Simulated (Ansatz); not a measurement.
Gas-phase reaction in SMILES: C=C=C [propa-1,2-diene] + 4 [H][H] (H2) -> 3 C (CH4)

Property: energy of full hydrogenation (enthalpy at 298 K), in kcal/mol. Conventions: LANL2DZ all-electron up to Ne; 6-31G* and kin with 6d, 5d where marked; frozen cores in correlated levels; non-relativistic; spin-orbit terms left out; 6-311+G** with 5d. CBS(X,Y): correlation extrapolated as X^-3; Hartree-Fock from the larger set. The bracket is a focal-point correction in the basis named. Ab initio and DFT rows: single points at B3LYP-D3(BJ) geometries (Ansatz, a program for electronic structure), with unscaled harmonic terms from B3LYP/6-31G* at its own minima.

Measured values: Active Thermochemical Tables 1.112 (ions: stationary electron), as tabulated in the package chemicals; they hold spin-orbit and core effects, anharmonicity. 

Value to compare with, the measured value: -98.9 kcal/mol.

| level | program | energy of full hydrogenation (enthalpy at 298 K) (kcal/mol) | error |
|---|---|---|---|
| HF/STO-3G | Ansatz | -163.0 | -64.1 |
| HF/3-21G | Ansatz | -116.8 | -17.9 |
| HF/LANL2DZ | Ansatz | -117.6 | -18.7 |
| HF/6-31G* | Ansatz | -115.8 | -16.9 |
| HF/6-311+G** | Ansatz | -107.0 | -8.1 |
| RI-MP2/CBS(aug-cc-pVTZ,aug-cc-pVQZ)+[CCSD(T)-MP2]/aug-cc-pVTZ | Ansatz | -98.6 | 0.3 |

Among the 5 habitual levels, HF/STO-3G lies farthest from the measured value (-64.1 kcal/mol) and HF/6-311+G** nearest (-8.1); 0 of 5 lie above it, and their mean absolute error is 25.1 kcal/mol, the median 17.9. One case shows no general order.

The sets are all those run for this method; runs whose electronic state is in doubt are left out.
